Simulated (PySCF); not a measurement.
**Atomic charges against the basis set**

C₄H₆O₂.
Z-matrix (Å and degrees, PBE0-D3(BJ)/def2-SVP geometry), rows numbered from 1:
```
O 
C   1  1.2035
O   2  1.3461  1  122.21
C   2  1.4805  1  124.75  3  -179.78
C   4  1.5106  2  120.31  1  -146.20
C   5  1.4851  4   60.57  2  -109.06
H   3  0.9688  2  106.11  1    -0.05
H   4  1.0913  2  111.82  1    -0.79
H   5  1.0926  4  116.56  6  -109.79
H   5  1.0922  4  116.85  6   108.43
H   6  1.0922  4  116.80  5  -108.50
H   6  1.0927  4  116.58  5   109.85
```

PBE0 throughout (PySCF), one geometry, spherical d and f functions. Geometry: PBE0-D3(BJ)/def2-SVP, one conformer, isolated molecule. Atoms taken as equivalent share a column and are averaged. The first 7 of 9 kinds of atom are listed.

Mulliken charges (e):

| basis | functions | O1 | C2 | O3 | C4 | C5/C6 | H7 | H8 |
| --- | --- | --- | --- | --- | --- | --- | --- | --- |
| pcSseg-0 | 66 | -0.500 | +0.741 | -0.611 | -0.580 | -0.393 | +0.384 | +0.275 |
| cc-pVDZ | 114 | -0.261 | +0.223 | -0.189 | -0.146 | -0.036 | +0.159 | +0.038 |
| aug-cc-pVDZ | 192 | -0.578 | +0.387 | -0.507 | +1.077 | +0.827 | +0.202 | -0.479 |
| cc-pVTZ | 264 | -0.317 | +0.277 | -0.257 | -0.099 | -0.216 | +0.218 | +0.129 |
| IGLO-III | 270 | -0.466 | +0.485 | -0.416 | -0.045 | -0.239 | +0.299 | +0.121 |

IAO charges (e):

```json
{"basis": "pcSseg-0", "functions": "66", "O1": "-0.434", "C2": "+0.478", "O3": "-0.465", "C4": "-0.207", "C5/C6": "-0.279", "H7": "+0.362", "H8": "+0.174"}
{"basis": "cc-pVDZ", "functions": "114", "O1": "-0.460", "C2": "+0.527", "O3": "-0.491", "C4": "-0.192", "C5/C6": "-0.275", "H7": "+0.371", "H8": "+0.167"}
{"basis": "aug-cc-pVDZ", "functions": "192", "O1": "-0.480", "C2": "+0.541", "O3": "-0.506", "C4": "-0.194", "C5/C6": "-0.282", "H7": "+0.382", "H8": "+0.172"}
{"basis": "cc-pVTZ", "functions": "264", "O1": "-0.478", "C2": "+0.544", "O3": "-0.505", "C4": "-0.196", "C5/C6": "-0.284", "H7": "+0.381", "H8": "+0.172"}
{"basis": "IGLO-III", "functions": "270", "O1": "-0.482", "C2": "+0.544", "O3": "-0.507", "C4": "-0.195", "C5/C6": "-0.284", "H7": "+0.383", "H8": "+0.173"}
```

Hirshfeld charges (e):

```json
{"basis": "pcSseg-0", "functions": "66", "O1": "-0.272", "C2": "+0.206", "O3": "-0.171", "C4": "-0.045", "C5/C6": "-0.071", "H7": "+0.185", "H8": "+0.048"}
{"basis": "cc-pVDZ", "functions": "114", "O1": "-0.273", "C2": "+0.199", "O3": "-0.159", "C4": "-0.049", "C5/C6": "-0.077", "H7": "+0.183", "H8": "+0.054"}
{"basis": "aug-cc-pVDZ", "functions": "192", "O1": "-0.281", "C2": "+0.204", "O3": "-0.166", "C4": "-0.059", "C5/C6": "-0.086", "H7": "+0.183", "H8": "+0.062"}
{"basis": "cc-pVTZ", "functions": "264", "O1": "-0.281", "C2": "+0.204", "O3": "-0.166", "C4": "-0.054", "C5/C6": "-0.082", "H7": "+0.184", "H8": "+0.060"}
{"basis": "IGLO-III", "functions": "270", "O1": "-0.281", "C2": "+0.203", "O3": "-0.167", "C4": "-0.058", "C5/C6": "-0.085", "H7": "+0.184", "H8": "+0.062"}
```

ESP-fitted charges (e):

```csv
basis,functions,O1,C2,O3,C4,C5/C6,H7,H8
pcSseg-0,66,-0.611,+0.911,-0.601,-0.442,-0.327,+0.431,+0.228
cc-pVDZ,114,-0.490,+0.565,-0.461,-0.194,-0.271,+0.383,+0.152
aug-cc-pVDZ,192,-0.538,+0.618,-0.486,-0.188,-0.285,+0.388,+0.158
cc-pVTZ,264,-0.513,+0.580,-0.475,-0.182,-0.287,+0.390,+0.155
IGLO-III,270,-0.526,+0.584,-0.481,-0.167,-0.285,+0.391,+0.152
```

Task: Which scheme is steadiest as the basis changes?

Result: Largest range over the bases for any column: Hirshfeld 0.02 e, IAO 0.07 e, ESP-fitted 0.35 e, Mulliken 1.66 e. Hirshfeld charges move least and Mulliken charges most, counted in e.

Task: How much do the charges still move between the two largest bases, cc-pVTZ and IGLO-III?

Result: At most, over all atoms: Mulliken 0.209 e, IAO 0.004 e, Hirshfeld 0.004 e, ESP-fitted 0.015 e.

Task: What do the same runs give for the total energy, the frontier levels and the dipole moment?

Result: 
```tsv
basis	energy (Eh)	HOMO (eV)	LUMO (eV)	μ (D)
pcSseg-0	-305.3956	-8.01	0.16	1.89
cc-pVDZ	-306.1541	-7.59	0.57	1.96
aug-cc-pVDZ	-306.1775	-7.91	-0.10	2.29
cc-pVTZ	-306.2440	-7.83	0.32	2.16
IGLO-III	-306.2598	-7.93	0.15	2.28
```

The dipole is fixed by the density alone, so its range of 0.40 D shows that the density itself changes with the basis, not only its division among atoms.
